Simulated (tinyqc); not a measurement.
RHF in the sto-3g basis, for H2F+, spin multiplicity 1, step by step (part 2 of 2). Computed by tinyqc, a small Python program that keeps every step (integrals from PySCF). Command: `OMP_NUM_THREADS=1 python tinyqc.py 29566 29567 out.jsonl` (the two numbers bound the seeds that draw the settings). One thread of a shared host (Intel(R) Xeon(R) Processor @ 2.60GHz), about 0.1 s of CPU time with the checks.

Geometry (angstrom):
```
atom        x         y        z
F     0.00000   0.00000  0.00000
H     0.00000   0.89100  0.60100
H     0.00000  -0.86700  0.58500
```

## Iteration 7 (converged): orbitals

converged F (hartree), order 1F 1s, 1F 2s, 1F 2px, 1F 2py, 1F 2pz, 2H 1s, 3H 1s:
$$\begin{pmatrix}
-26.58667 & -6.78035 & 0.00000 & 0.00063 & -0.02175 & -0.98267 & -1.05261 \\
-6.78035 & -3.60107 & 0.00000 & 0.00501 & -0.09944 & -1.04975 & -1.10464 \\
0.00000 & 0.00000 & -1.01616 & 0.00000 & 0.00000 & 0.00000 & 0.00000 \\
0.00063 & 0.00501 & 0.00000 & -0.93638 & 0.00306 & -0.49402 & 0.51020 \\
-0.02175 & -0.09944 & 0.00000 & 0.00306 & -0.96949 & -0.38279 & -0.39425 \\
-0.98267 & -1.04975 & 0.00000 & -0.49402 & -0.38279 & -0.76129 & -0.31564 \\
-1.05261 & -1.10464 & 0.00000 & 0.51020 & -0.39425 & -0.31564 & -0.79251
\end{pmatrix}$$

X, order 1F 1s, 1F 2s, 1F 2px, 1F 2py, 1F 2pz, 2H 1s, 3H 1s:
$$\begin{pmatrix}
1.02362 & -0.13517 & 0.00000 & 0.00035 & -0.00530 & 0.01664 & 0.01747 \\
-0.13517 & 1.13322 & 0.00000 & -0.00412 & 0.05028 & -0.18975 & -0.20380 \\
0.00000 & 0.00000 & 1.00000 & 0.00000 & 0.00000 & 0.00000 & 0.00000 \\
0.00035 & -0.00412 & 0.00000 & 1.05999 & -0.00165 & -0.15369 & 0.16057 \\
-0.00530 & 0.05028 & 0.00000 & -0.00165 & 1.02277 & -0.08682 & -0.09209 \\
0.01664 & -0.18975 & 0.00000 & -0.15369 & -0.08682 & 1.09873 & -0.06788 \\
0.01747 & -0.20380 & 0.00000 & 0.16057 & -0.09209 & -0.06788 & 1.10881
\end{pmatrix}$$

Diagonalise F' = X^T F X, C = X C', fill 5 alpha and 5 beta electrons from the bottom; D = 2 C_occ C_occ^T. Each column has its largest component positive (the first on a tie).

F' = X^T F X (hartree):
$$\begin{pmatrix}
-26.10838 & -3.43642 & 0.00000 & 0.00138 & -0.04054 & -0.10832 & -0.12380 \\
-3.43642 & -2.26256 & 0.00000 & -0.00383 & 0.03484 & -0.42880 & -0.45495 \\
0.00000 & 0.00000 & -1.01616 & 0.00000 & 0.00000 & 0.00000 & 0.00000 \\
0.00138 & -0.00383 & 0.00000 & -0.74026 & -0.00144 & -0.40123 & 0.41396 \\
-0.04054 & 0.03484 & 0.00000 & -0.00144 & -0.88816 & -0.26304 & -0.27304 \\
-0.10832 & -0.42880 & 0.00000 & -0.40123 & -0.26304 & -0.38050 & -0.06926 \\
-0.12380 & -0.45495 & 0.00000 & 0.41396 & -0.27304 & -0.06926 & -0.37627
\end{pmatrix}$$

orbital energies (hartree): MO1 -26.59618, MO2 -2.01405, MO3 -1.14014, MO4 -1.04237, MO5 -1.01616, MO6 -0.05546, MO7 0.09207

coefficients C, order 1F 1s, 1F 2s, 1F 2px, 1F 2py, 1F 2pz, 2H 1s, 3H 1s:
$$\begin{pmatrix}
0.99477 & -0.25111 & -0.00440 & 0.06279 & 0.00000 & 0.09984 & 0.01113 \\
0.02230 & 0.95400 & 0.02304 & -0.31371 & 0.00000 & -0.60636 & -0.07287 \\
0.00000 & 0.00000 & 0.00000 & 0.00000 & 1.00000 & 0.00000 & 0.00000 \\
-0.00012 & -0.00445 & 0.74389 & 0.02576 & 0.00000 & -0.06532 & 0.78402 \\
0.00213 & 0.09409 & -0.02627 & 0.87413 & 0.00000 & -0.53666 & -0.05447 \\
-0.00366 & 0.08029 & 0.33577 & 0.22867 & 0.00000 & 0.78975 & -0.69573 \\
-0.00392 & 0.08546 & -0.34997 & 0.20669 & 0.00000 & 0.65814 & 0.83935
\end{pmatrix}$$

D after iteration 7, order 1F 1s, 1F 2s, 1F 2px, 1F 2py, 1F 2pz, 2H 1s, 3H 1s:
$$\begin{pmatrix}
2.11316 & -0.47434 & 0.00000 & -0.00132 & 0.06697 & -0.02186 & -0.02168 \\
-0.47434 & 2.01910 & 0.00000 & 0.00962 & -0.37002 & 0.02504 & 0.01708 \\
0.00000 & 0.00000 & 2.00000 & 0.00000 & 0.00000 & 0.00000 & 0.00000 \\
-0.00132 & 0.00962 & 0.00000 & 1.10811 & 0.00511 & 0.51062 & -0.51079 \\
0.06697 & -0.37002 & 0.00000 & 0.00511 & 1.54731 & 0.39724 & 0.39579 \\
-0.02186 & 0.02504 & 0.00000 & 0.51062 & 0.39724 & 0.34299 & -0.12674 \\
-0.02168 & 0.01708 & 0.00000 & -0.51079 & 0.39579 & -0.12674 & 0.34503
\end{pmatrix}$$

## Convergence

Stop when the energy changes by less than 1e-08 hartree and every element of the error matrix X^T (F D S - S D F) X is below 3e-05.

Course of the cycle:
```
iteration  E (hartree)     change  largest element of the error matrix
1          -94.0185591          -                             1.05e+00
2          -98.7328755  -4.71e+00                             3.02e-01
3          -98.8489645  -1.16e-01                             1.97e-02
4          -98.8496645  -7.00e-04                             6.12e-03
5          -98.8496937  -2.92e-05                             1.44e-04
6          -98.8496937  -2.38e-08                             3.54e-05
7          -98.8496938  -3.30e-09                             6.00e-06
```

PySCF RHF in the same basis = -98.8496938 hartree

Converged in 7 iterations.

## Populations, bond orders and dipole

overlap S, order 1F 1s, 1F 2s, 1F 2px, 1F 2py, 1F 2pz, 2H 1s, 3H 1s:
$$\begin{pmatrix}
1.00000 & 0.23799 & 0.00000 & 0.00000 & 0.00000 & 0.03391 & 0.03634 \\
0.23799 & 1.00000 & 0.00000 & 0.00000 & 0.00000 & 0.35034 & 0.36721 \\
0.00000 & 0.00000 & 1.00000 & 0.00000 & 0.00000 & 0.00000 & 0.00000 \\
0.00000 & 0.00000 & 0.00000 & 1.00000 & 0.00000 & 0.24212 & -0.25095 \\
0.00000 & 0.00000 & 0.00000 & 0.00000 & 1.00000 & 0.16331 & 0.16933 \\
0.03391 & 0.35034 & 0.00000 & 0.24212 & 0.16331 & 1.00000 & 0.17508 \\
0.03634 & 0.36721 & 0.00000 & -0.25095 & 0.16933 & 0.17508 & 1.00000
\end{pmatrix}$$

Mulliken: Z minus the diagonal of D S on the atom; Loewdin: the same with S^(1/2) D S^(1/2); Mayer order: 2 sum_s sum (D(s) S)_ij (D(s) S)_ji over the two atoms.

Charges (e):
```
atom  Mulliken  Loewdin
1F     0.04087  0.16758
2H     0.48266  0.42187
3H     0.47647  0.41055
```

Mayer bond orders:
```
pair    order
2-1   0.75272
3-1   0.75866
3-2   0.01431
```

dipole moment about the origin, x y z (debye): [0.00000, 0.08559, 3.14628]
